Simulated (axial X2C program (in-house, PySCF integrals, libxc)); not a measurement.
# PC⁺: from the state search to constants

Aim: find the lowest determinant of PC⁺, scan the bond at several levels and fit the constants, once spin-free and once with spin–orbit coupling.

Computed with an in-house X2C program for linear molecules on PySCF integrals. Level: all-electron X2C, P dyall-v3z, C dyall-v3z.

All values are calculated.

### Step 1. Set-up

task.json

```json
{
 "zs": [
  15,
  6
 ],
 "q": 1,
 "bas": [
  "dyall-v3z",
  "dyall-v3z"
 ],
 "levels": [
  "PBE0",
  "HF",
  "TPSS"
 ],
 "cc": true,
 "r0": 1.69,
 "thr": -2.0,
 "nmax": 90,
 "npts": 10,
 "nst": 2,
 "ntry": 6
}
```

Keys: zs atomic numbers; q charge; bas basis sets; levels methods (HF also brings MP2); cc coupled cluster on or off; r0 starting distance in Å; thr threshold in hartree for freezing inner shells (an s shell follows its p shell); nmax most natural virtual spinors; npts points asked for on the curve; nst determinants followed; ntry starts of the search.

Run with:

```
$ python so2c.py task.json out
```

Spin-free means the one-electron spin-free X2C Hamiltonian; two-component (2c) means X2C with spin–orbit coupling and atomic mean-field two-electron Coulomb and Gaunt terms. Basis: P dyall-v3z contracted to [8s7p2d1f], C dyall-v3z contracted to [7s6p2d1f]; Gaussian nuclei, density fitting. Masses: P 30.974 u, C 12.000 u.

Notation: σ, π±, δ± give the projection m of an orbital's angular momentum (0, ±1, ±2), α and β its spin, Λ and M_S the sums; ω is the projection of a spinor's total angular momentum and Ω the sum. Logs are in hartree.

The results follow Hamiltonian by Hamiltonian and level by level.

### Step 2. State search with PBE0

PBE0 moves the distance from 1.690 Å to 1.622 Å and compares determinants there.

Spin-free determinants:

```
ΔE (eV)           state                              open shells
   0.00  M_S = 1, Λ = 1  beyond closed shells: σα, π+α, π+β, π-α
   0.32  M_S = 0, Λ = 1  beyond closed shells: σβ, π+α, π+β, π-α
   0.82  M_S = 1, Λ = 0           beyond closed shells: π+α, π-α
   1.56  M_S = 0, Λ = 0                             closed shell
   1.76  M_S = 0, Λ = 0           beyond closed shells: π+β, π-α
   1.76  M_S = 0, Λ = 2           beyond closed shells: π+α, π+β
   2.62  M_S = 2, Λ = 1   beyond closed shells: σα, 2 × π+α, π-α
```

Two-component determinants:

| ΔE (eV) | state | open shells |
| --- | --- | --- |
| 0.00 | Ω = 2 | excess of +ω over −ω: ω = 1/2, ω = 3/2 |
| 0.33 | Ω = 1 | excess of +ω over −ω: ω = -1/2, ω = 3/2 |
| 0.35 | Ω = 1 | excess of +ω over −ω: 2 × ω = 1/2 |
| 1.10 | Ω = 0 | closed shell |
| 1.75 | Ω = 0 | closed shell |
| 2.64 | Ω = 3 | excess of +ω over −ω: 2 × ω = 3/2 |
| 4.51 | Ω = 4 | excess of +ω over −ω: 2 × ω = 1/2, 2 × ω = 3/2 |

### Step 3. PBE0, spin-free

State followed: M_S = 1, Λ = 1 (beyond closed shells: σα, π+α, π+β, π-α). The scan is laid around 1.622 Å, a first estimate of the minimum, and this SCF restarts from the orbitals of the search.

The SCF at the reference distance of 1.622 Å:

```text
spin-free X2C-1e  PBE0
basis functions 88  fitting functions 548  grid points 4352
iter        total energy     max residual
   1       -379.586168414     5.48e-05
   2       -379.586168421     2.75e-05
   3       -379.586168422     2.59e-05
   4       -379.586168426     8.08e-06
converged
one-electron -574.98399269  Coulomb 194.16283725  exact exchange -6.87555917  xc functional -21.25193778  nuclear repulsion 29.36248396
```

Along the bond, energies from the lowest point:

| R (Å) | E (eV) | μ (D) | HOMO (eV) | LUMO (eV) | iterations |
| --- | --- | --- | --- | --- | --- |
| 1.411 | 1.3515 | -0.13 | -16.97 | -14.32 | 25 |
| 1.476 | 0.5659 | -0.15 | -16.60 | -14.02 | 20 |
| 1.525 | 0.2258 | -0.16 | -16.35 | -13.82 | 19 |
| 1.573 | 0.0495 | -0.18 | -16.12 | -13.64 | 18 |
| 1.622 | 0.0000 | -0.19 | -15.90 | -13.46 | 4 |
| 1.679 | 0.0638 | -0.19 | -15.67 | -13.28 | 19 |
| 1.736 | 0.2223 | -0.20 | -15.47 | -13.12 | 18 |
| 1.808 | 0.5182 | -0.20 | -15.26 | -12.93 | 19 |
| 1.898 | 0.9573 | -0.20 | -15.07 | -12.75 | 19 |
| 2.027 | 1.6436 | -0.24 | -14.90 | -12.54 | 18 |

Dipoles are positive if C is the positive end and refer to the centre of mass.

Outer orbitals at the reference distance:

```json
{"symmetry": "σα", "occupied": "yes", "ε (eV)": "-29.57", "atomic character": "42% C s, 32% P s, 10% C p"}
{"symmetry": "σβ", "occupied": "yes", "ε (eV)": "-27.78", "atomic character": "39% P s, 35% C s, 14% C p"}
{"symmetry": "σα", "occupied": "yes", "ε (eV)": "-21.71", "atomic character": "31% P s, 25% C s, 23% C p"}
{"symmetry": "σβ", "occupied": "yes", "ε (eV)": "-19.76", "atomic character": "37% P p, 34% P s, 18% C s"}
{"symmetry": "σα", "occupied": "yes", "ε (eV)": "-17.72", "atomic character": "47% C p, 32% P p, 13% P s"}
{"symmetry": "π-α", "occupied": "yes", "ε (eV)": "-17.18", "atomic character": "56% C p, 38% P p, 3% P d"}
{"symmetry": "π+α", "occupied": "yes", "ε (eV)": "-17.18", "atomic character": "56% C p, 38% P p, 3% P d"}
{"symmetry": "π+β", "occupied": "yes", "ε (eV)": "-15.90", "atomic character": "56% P p, 38% C p, 3% C d"}
{"symmetry": "π-β", "occupied": "no", "ε (eV)": "-13.46", "atomic character": "58% P p, 37% C p, 3% C d"}
{"symmetry": "σβ", "occupied": "no", "ε (eV)": "-12.06", "atomic character": "54% C p, 23% C s, 17% P p"}
{"symmetry": "π-α", "occupied": "no", "ε (eV)": "-10.23", "atomic character": "53% P p, 32% C p, 9% P d"}
{"symmetry": "π+α", "occupied": "no", "ε (eV)": "-10.23", "atomic character": "53% P p, 32% C p, 9% P d"}
```

PBE0 fields in the half plane through the axis: z from -2.4 to 3.9 Å across, distance from the axis 0.15 to 2.25 Å upwards; P lies at z = 0 and C at z = 1.622 Å; the ELF is damped to zero where the density is low.

log10 density (e/bohr³). Ten even steps from '0' (-5.68 ) to '9' (1.15 ):
```
0112223333333322221100
1122333444443333322110
1223344444444444332211
1233445555555554443221
2234555666666655544321
2344566666666666554322
2345566777777776654332
2345667898777887655432
```

ELF. Ten even steps from ' ' (0.00 ) to '@' (0.96 ):
```
                                            
          ....::::........                  
        ::==++++==----::::::::::..          
      --**##%%%%##++++==++++++++==::        
    ::**%%@@@@@@%%##****##########**--      
  ..++%%@@@@@@##==++##%%%%%%%%@@@@%%**::    
  ::##@@@@@@##  ::  ++%%%%==++@@@@@@##==    
  ::##@@@@@@..##**##..%%++##--%%@@@@%%++    
```

Re = 1.620 Å, ωe = 1141 cm⁻¹, ωexe = 7.3 cm⁻¹, Be = 0.7426 cm⁻¹, De = 4.91 eV, μ = -0.19 D.

### Step 4. HF, spin-free

The SCF at the reference distance of 1.622 Å:

```text
spin-free X2C-1e  HF
basis functions 88  fitting functions 548  grid points 4352
iter        total energy     max residual
   1       -378.960908155     1.19e-01
   2       -378.975359078     1.35e-02
   3       -378.978803041     1.69e-02
   4       -378.982738170     2.64e-02
   5       -378.985553127     1.80e-02
   6       -378.987623974     6.21e-03
   7       -378.988004683     3.43e-03
   8       -378.988035780     1.10e-03
   9       -378.988044709     3.50e-04
  10       -378.988046364     2.99e-04
  11       -378.988046680     5.36e-05
  12       -378.988046713     1.79e-05
  13       -378.988046718     1.37e-05
  14       -378.988046719     2.66e-06
converged
one-electron -574.71682988  Coulomb 193.98726648  exact exchange -27.62096729  xc functional 0.00000000  nuclear repulsion 29.36248396
```

Re = 1.627 Å, ωe = 1083 cm⁻¹, ωexe = 4.7 cm⁻¹, Be = 0.7366 cm⁻¹, De = 2.89 eV, μ = -0.03 D. ⟨S²⟩ = 2.43 against 2.00 for a pure state, so this determinant mixes spins.

### Step 5. TPSS, spin-free

Output at 1.622 Å:

```text
spin-free X2C-1e  TPSS
basis functions 88  fitting functions 548  grid points 4352
iter        total energy     max residual
   1       -379.795581035     6.44e-02
   2       -379.796610819     2.29e-03
   3       -379.796657541     3.16e-03
   4       -379.796666843     2.79e-03
   5       -379.796674614     6.74e-04
   6       -379.796677852     3.43e-04
   7       -379.796677987     4.09e-05
   8       -379.796678001     1.41e-05
   9       -379.796678001     2.71e-06
converged
one-electron -575.03162054  Coulomb 194.21704910  exact exchange 0.00000000  xc functional -28.34459053  nuclear repulsion 29.36248396
```

Re = 1.639 Å, ωe = 1082 cm⁻¹, ωexe = 6.94 cm⁻¹, Be = 0.7256 cm⁻¹, De = 4.97 eV, μ = -0.16 D.

### Step 6. MP2 and beyond, spin-free

Correlated methods: 8 electrons correlated (frozen shells, counted by type: P 2 s, 1 p; C 1 s), 146 virtual spinors in MP2, 90 natural virtuals in coupled cluster.

Output of the correlated part at 1.622 Å:

```text
correlated 8  virtual 146  natural virtual 90  E(MP2) -0.179667038  MP2 remainder -0.002268803
iter   CCSD correlation   residual
   1     -0.197324202   1.34e-01
   2     -0.209328808   7.83e-02
   3     -0.214951073   4.95e-02
   4     -0.219812202   3.14e-02
   5     -0.221176605   1.28e-02
   6     -0.221607538   5.19e-03
   7     -0.221658180   2.85e-03
   8     -0.221624818   1.49e-03
   9     -0.221633588   6.11e-04
  10     -0.221628173   1.94e-04
  11     -0.221631928   7.31e-05
  12     -0.221632988   3.15e-05
  13     -0.221634183   1.49e-05
  14     -0.221634779   6.97e-06
  15     -0.221635128   3.66e-06
  16     -0.221635239   1.59e-06
  17     -0.221635259   8.24e-07
(T) -0.013574489  T1 0.1126  D1 0.2149  max T2 0.120
```

T1 in the output is the amplitude norm over the root of the electron number; divide by √2 for the Lee–Taylor value.

MP2: No constants are quoted: the reference is strongly spin-contaminated.

CCSD: Re = 1.622 Å, ωe = 1144 cm⁻¹, ωexe = 6.5 cm⁻¹, Be = 0.7413 cm⁻¹, De = 4.31 eV. T1 at Re = 0.080 (Lee–Taylor, the printed value over √2).

CCSD(T): Re = 1.628 Å, ωe = 1130 cm⁻¹, ωexe = 6.46 cm⁻¹, Be = 0.7351 cm⁻¹, De = 4.57 eV. T1 at Re = 0.080 (Lee–Taylor, the printed value over √2).

### Step 7. A higher determinant, spin-free

State: M_S = 0, Λ = 1 (beyond closed shells: σβ, π+α, π+β, π-α).

Output at the reference distance:

```text
spin-free X2C-1e  PBE0
basis functions 88  fitting functions 548  grid points 4352
iter        total energy     max residual
   1       -379.574254222     5.29e-05
   2       -379.574254240     2.24e-05
   3       -379.574254243     1.76e-05
converged
one-electron -574.94931516  Coulomb 194.11974753  exact exchange -6.86850119  xc functional -21.23866939  nuclear repulsion 29.36248396
```

| R (Å) | E above the lowest PBE0 point (eV) |
| --- | --- |
| 1.411 | 1.712 |
| 1.476 | 0.915 |
| 1.525 | 0.567 |
| 1.573 | 0.382 |
| 1.622 | 0.324 |
| 1.679 | 0.379 |
| 1.736 | 0.529 |
| 1.808 | 0.813 |
| 1.898 | 1.221 |

Re = 1.624 Å, ωe = 1130 cm⁻¹, Be = 0.7388 cm⁻¹, μ = -0.26 D. ⟨S²⟩ = 1.02 against 0.00 for a pure state, so this determinant mixes spins. Te = 0.32 eV.

### Step 8. The spin-free curves together

Energy (eV) of the followed determinant, spin-free, from each level's lowest point:

| R (Å) | PBE0 | HF | MP2 (spin-contaminated) | CCSD | CCSD(T) | TPSS |
| --- | --- | --- | --- | --- | --- | --- |
| 1.411 | 1.352 | 1.314 | 1.074 | n/a | n/a | 1.499 |
| 1.476 | 0.566 | 0.560 | 0.369 | 0.581 | 0.626 | 0.671 |
| 1.525 | 0.226 | 0.233 | 0.105 | 0.234 | 0.263 | 0.297 |
| 1.573 | 0.050 | 0.058 | 0.000 | 0.053 | 0.067 | 0.085 |
| 1.622 | 0.000 | 0.000 | 0.008 | 0.000 | 0.000 | 0.000 |
| 1.679 | 0.064 | 0.046 | 0.118 | 0.062 | 0.046 | 0.022 |
| 1.736 | 0.222 | 0.184 | 0.304 | 0.220 | 0.192 | 0.140 |
| 1.808 | 0.518 | 0.456 | 0.620 | 0.520 | 0.477 | 0.387 |
| 1.898 | 0.957 | 0.883 | 1.080 | n/a | n/a | 0.775 |
| 2.027 | 1.644 | 1.579 | 1.832 | n/a | n/a | 1.403 |

### Step 9. PBE0, 2c

State followed: Ω = 2 (excess of +ω over −ω: ω = 1/2, ω = 3/2). The scan is laid around 1.622 Å, a first estimate of the minimum, and this SCF restarts from the orbitals of the search.

The SCF at the reference distance of 1.622 Å:

```text
two-component X2C + atomic mean field  PBE0
basis functions 88  fitting functions 548  grid points 4352
iter        total energy     max residual
   1       -379.537660753     3.55e-05
   2       -379.537660765     5.86e-05
   3       -379.537660784     2.11e-05
   4       -379.537660789     6.36e-06
converged
one-electron -574.85794435  Coulomb 194.12964620  exact exchange -6.87443043  xc functional -21.24829214  nuclear repulsion 29.36248396  atomic mean-field constant -0.04912402
```

Along the bond, energies from the lowest point:

| R (Å) | E (eV) | μ (D) | HOMO (eV) | LUMO (eV) | iterations |
| --- | --- | --- | --- | --- | --- |
| 1.411 | 1.3542 | -0.13 | -16.97 | -14.30 | 24 |
| 1.476 | 0.5678 | -0.15 | -16.61 | -14.01 | 23 |
| 1.525 | 0.2270 | -0.16 | -16.36 | -13.81 | 19 |
| 1.573 | 0.0501 | -0.17 | -16.12 | -13.62 | 19 |
| 1.622 | 0.0000 | -0.18 | -15.91 | -13.45 | 4 |
| 1.679 | 0.0631 | -0.19 | -15.68 | -13.27 | 20 |
| 1.736 | 0.2207 | -0.19 | -15.48 | -13.10 | 18 |
| 1.808 | 0.5155 | -0.20 | -15.27 | -12.92 | 20 |
| 1.898 | 0.9532 | -0.21 | -15.08 | -12.73 | 22 |
| 2.027 | 1.6378 | -0.25 | -14.92 | -12.53 | 22 |

Dipoles are positive if C is the positive end and refer to the centre of mass.

Outer spinors at the reference distance:

```csv
ω,occupied,ε (eV),atomic character,λ mixture
1/2,yes,-29.57,"42% C s, 32% P s, 10% C p",100% σ
-1/2,yes,-27.77,"39% P s, 35% C s, 14% C p",100% σ
1/2,yes,-21.70,"31% P s, 25% C s, 23% C p",100% σ
-1/2,yes,-19.76,"37% P p, 34% P s, 18% C s",100% σ
1/2,yes,-17.72,"47% C p, 32% P p, 13% P s",100% σ
-1/2,yes,-17.19,"56% C p, 38% P p, 3% P d",100% π
3/2,yes,-17.18,"56% C p, 37% P p, 4% P d",100% π
1/2,yes,-15.91,"57% P p, 38% C p, 3% C d",100% π
-3/2,no,-13.45,"58% P p, 37% C p, 3% C d",100% π
-1/2,no,-12.06,"54% C p, 23% C s, 17% P p",100% σ
-1/2,no,-10.24,"53% P p, 32% C p, 9% P d",100% π
3/2,no,-10.21,"54% P p, 32% C p, 9% P d",100% π
```

PBE0 fields in the half plane through the axis: z from -2.4 to 3.9 Å across, distance from the axis 0.15 to 2.25 Å upwards; P lies at z = 0 and C at z = 1.622 Å; the ELF is damped to zero where the density is low.

log10 density (e/bohr³). Ten even steps from '0' (-5.67 ) to '9' (1.15 ):
```
0112223333333322221100
1122333444443333322110
1223344444444444332211
1233445555555554443221
2234555666666655544321
2344566666666666554322
2345566777777776654332
2345667898777887655432
```

ELF. Ten even steps from '0' (0.00 ) to '9' (0.96 ):
```
0000000000000000000000
0000011221111000000000
0000245543322222100000
0003678875545555420000
0026899987667777763000
0158999745788889986200
0279997020588459997400
0279991767185738998500
```

Re = 1.620 Å, ωe = 1140 cm⁻¹, ωexe = 7.33 cm⁻¹, Be = 0.7423 cm⁻¹, De = 4.92 eV, μ = -0.18 D.

### Step 10. HF, 2c

The SCF at the reference distance of 1.622 Å:

```text
two-component X2C + atomic mean field  HF
basis functions 88  fitting functions 548  grid points 4352
iter        total energy     max residual
   1       -378.912659926     1.19e-01
   2       -378.927139746     1.36e-02
   3       -378.930631838     1.71e-02
   4       -378.934607149     2.66e-02
   5       -378.937399807     1.80e-02
   6       -378.939433590     5.90e-03
   7       -378.939779499     3.30e-03
   8       -378.939808463     1.05e-03
   9       -378.939816803     3.49e-04
  10       -378.939818333     2.93e-04
  11       -378.939818647     4.92e-05
  12       -378.939818685     2.54e-05
  13       -378.939818695     2.10e-05
  14       -378.939818700     1.62e-05
  15       -378.939818704     9.94e-06
  16       -378.939818707     1.11e-05
  17       -378.939818708     5.50e-06
  18       -378.939818708     1.86e-06
converged
one-electron -574.59190875  Coulomb 193.95515010  exact exchange -27.61642000  xc functional 0.00000000  nuclear repulsion 29.36248396  atomic mean-field constant -0.04912402
```

Re = 1.627 Å, ωe = 1082 cm⁻¹, ωexe = 4.71 cm⁻¹, Be = 0.7362 cm⁻¹, De = 2.90 eV, μ = -0.03 D.

### Step 11. TPSS, 2c

The SCF at the reference distance of 1.622 Å:

```text
two-component X2C + atomic mean field  TPSS
basis functions 88  fitting functions 548  grid points 4352
iter        total energy     max residual
   1       -379.747008700     6.44e-02
   2       -379.748040073     2.29e-03
   3       -379.748087833     3.17e-03
   4       -379.748096841     2.76e-03
   5       -379.748104034     7.82e-04
   6       -379.748107749     3.50e-04
   7       -379.748107876     4.13e-05
   8       -379.748107891     1.42e-05
   9       -379.748107891     2.70e-06
converged
one-electron -574.90545992  Coulomb 194.18368929  exact exchange 0.00000000  xc functional -28.33969719  nuclear repulsion 29.36248396  atomic mean-field constant -0.04912402
```

Re = 1.639 Å, ωe = 1081 cm⁻¹, ωexe = 6.95 cm⁻¹, Be = 0.7253 cm⁻¹, De = 4.98 eV, μ = -0.16 D.

### Step 12. Correlated methods, 2c

Correlated methods: 8 electrons correlated (frozen shells, counted by type: P 2 s, 1 p; C 1 s), 146 virtual spinors in MP2, 90 natural virtuals in coupled cluster.

Output of the correlated part at 1.622 Å:

```text
correlated 8  virtual 146  natural virtual 90  E(MP2) -0.179539972  MP2 remainder -0.002267261
iter   CCSD correlation   residual
   1     -0.197208227   1.34e-01
   2     -0.209200052   7.82e-02
   3     -0.214803941   4.94e-02
   4     -0.219646058   3.13e-02
   5     -0.221001271   1.27e-02
   6     -0.221426823   5.14e-03
   7     -0.221476622   2.82e-03
   8     -0.221443644   1.47e-03
   9     -0.221452257   6.05e-04
  10     -0.221446982   1.93e-04
  11     -0.221450689   7.29e-05
  12     -0.221451739   3.18e-05
  13     -0.221452937   1.55e-05
  14     -0.221453549   7.66e-06
  15     -0.221453911   4.30e-06
  16     -0.221454023   2.18e-06
  17     -0.221454038   1.32e-06
(T) -0.013539975  T1 0.1123  D1 0.2141  max T2 0.120
```

MP2: No constants are quoted: the reference is strongly spin-contaminated.

CCSD: Re = 1.622 Å, ωe = 1143 cm⁻¹, ωexe = 6.49 cm⁻¹, Be = 0.741 cm⁻¹, De = 4.32 eV. T1 at Re = 0.079 (Lee–Taylor, the printed value over √2).

CCSD(T): Re = 1.629 Å, ωe = 1129 cm⁻¹, ωexe = 6.46 cm⁻¹, Be = 0.7349 cm⁻¹, De = 4.58 eV. T1 at Re = 0.080 (Lee–Taylor, the printed value over √2).

### Step 13. A higher determinant, 2c

State: Ω = 1 (excess of +ω over −ω: ω = -1/2, ω = 3/2).

Output at the reference distance:

```text
two-component X2C + atomic mean field  PBE0
basis functions 88  fitting functions 548  grid points 4352
iter        total energy     max residual
   1       -379.525638725     6.62e-05
   2       -379.525638789     8.83e-05
   3       -379.525638875     1.25e-04
   4       -379.525638901     1.87e-05
   5       -379.525638904     7.28e-06
converged
one-electron -574.82199155  Coulomb 194.08498793  exact exchange -6.86721069  xc functional -21.23478453  nuclear repulsion 29.36248396  atomic mean-field constant -0.04912402
```

| R (Å) | E above the lowest PBE0 point (eV) |
| --- | --- |
| 1.411 | 1.716 |
| 1.476 | 0.919 |
| 1.525 | 0.570 |
| 1.573 | 0.385 |
| 1.622 | 0.327 |
| 1.679 | 0.382 |
| 1.736 | 0.532 |
| 1.808 | 0.816 |
| 1.898 | 0.703 |

No constants are quoted: the solution changes its character somewhere along the scan, so the fit is set aside.

### Step 14. The 2c curves together

Energy (eV) of the followed determinant, 2c, from each level's lowest point:

| R (Å) | PBE0 | HF | MP2 (spin-contaminated) | CCSD | CCSD(T) | TPSS |
| --- | --- | --- | --- | --- | --- | --- |
| 1.411 | 1.354 | 1.319 | 1.078 | n/a | n/a | 1.501 |
| 1.476 | 0.568 | 0.564 | 0.371 | 0.583 | 0.628 | 0.672 |
| 1.525 | 0.227 | 0.235 | 0.106 | 0.235 | 0.264 | 0.298 |
| 1.573 | 0.050 | 0.059 | 0.000 | 0.054 | 0.068 | 0.086 |
| 1.622 | 0.000 | 0.000 | 0.007 | 0.000 | 0.000 | 0.000 |
| 1.679 | 0.063 | 0.045 | 0.115 | 0.061 | 0.046 | 0.021 |
| 1.736 | 0.221 | 0.182 | 0.300 | 0.218 | 0.190 | 0.138 |
| 1.808 | 0.515 | 0.454 | 0.614 | 0.518 | 0.475 | 0.385 |
| 1.898 | 0.953 | 0.879 | 1.073 | n/a | n/a | 0.772 |
| 2.027 | 1.638 | 1.567 | 1.825 | n/a | n/a | 1.398 |

The whole job took 74 s on 1 thread of Arm Neoverse V1, shared host; peak memory 0.46 GiB.

### Step 15. What came out

Lowest determinant that the search found at its distance, spin-free: M_S = 1, Λ = 1 (beyond closed shells: σα, π+α, π+β, π-α).

Lowest determinant that the search found at its distance, 2c: Ω = 2 (excess of +ω over −ω: ω = 1/2, ω = 3/2).

```json
{"Hamiltonian": "spin-free", "level": "PBE0", "Re (Å)": "1.620", "ωe (cm⁻¹)": "1141", "De (eV)": "4.91", "μ (D)": "-0.19"}
{"Hamiltonian": "spin-free", "level": "HF", "Re (Å)": "1.627", "ωe (cm⁻¹)": "1083", "De (eV)": "2.89", "μ (D)": "-0.03"}
{"Hamiltonian": "spin-free", "level": "CCSD", "Re (Å)": "1.622", "ωe (cm⁻¹)": "1144", "De (eV)": "4.31", "μ (D)": "n/a"}
{"Hamiltonian": "spin-free", "level": "CCSD(T)", "Re (Å)": "1.628", "ωe (cm⁻¹)": "1130", "De (eV)": "4.57", "μ (D)": "n/a"}
{"Hamiltonian": "spin-free", "level": "TPSS", "Re (Å)": "1.639", "ωe (cm⁻¹)": "1082", "De (eV)": "4.97", "μ (D)": "-0.16"}
{"Hamiltonian": "2c", "level": "PBE0", "Re (Å)": "1.620", "ωe (cm⁻¹)": "1140", "De (eV)": "4.92", "μ (D)": "-0.18"}
{"Hamiltonian": "2c", "level": "HF", "Re (Å)": "1.627", "ωe (cm⁻¹)": "1082", "De (eV)": "2.90", "μ (D)": "-0.03"}
{"Hamiltonian": "2c", "level": "CCSD", "Re (Å)": "1.622", "ωe (cm⁻¹)": "1143", "De (eV)": "4.32", "μ (D)": "n/a"}
{"Hamiltonian": "2c", "level": "CCSD(T)", "Re (Å)": "1.629", "ωe (cm⁻¹)": "1129", "De (eV)": "4.58", "μ (D)": "n/a"}
{"Hamiltonian": "2c", "level": "TPSS", "Re (Å)": "1.639", "ωe (cm⁻¹)": "1081", "De (eV)": "4.98", "μ (D)": "-0.16"}
```

Dipoles are positive if C is the positive end and refer to the centre of mass. No constants: spin-free MP2 (the reference is strongly spin-contaminated); 2c MP2 (the reference is strongly spin-contaminated). Spin-free ⟨S²⟩ is off its pure value at HF 2.43.

Time per point (s) on 1 thread of Arm Neoverse V1, shared host (2c runs; CCSD comes with the CCSD(T) run); the times are rough: PBE0 0.3, HF 0.18, CCSD(T) 2.7, TPSS 0.45.

At CCSD(T), going from spin-free to two-component changes Re by 0 mÅ, ωe by -0.1 %; the spin-free picture holds up (part of it comes from the scalar share of the two-electron terms). De moves by +0.01 eV; both De rest on single-determinant atoms, which can miss part of an open shell's spin–orbit lowering.

De refers to P+ + C, each in the lowest determinant found, which need not be this curve's own limit. Each curve is one determinant whose occupation by symmetry is held fixed; it was picked as the lowest of a PBE0 search that is not exhaustive. Dissociation energies refer to the lowest single-determinant-based atoms at the same level and basis. Density functionals use the spin component along the axis (collinear). Coupled cluster ran in a truncated set of natural virtual spinors; the MP2 energy of the rest was added. The meta-GGAs lack a current-density term, which matters for open shells with orbital currents, atoms included. With several unpaired electrons one determinant need not be a pure state. The spin-free determinant is spin-contaminated at some levels. T1 at Re is 0.080 (Lee–Taylor), above the customary mark of 0.02.
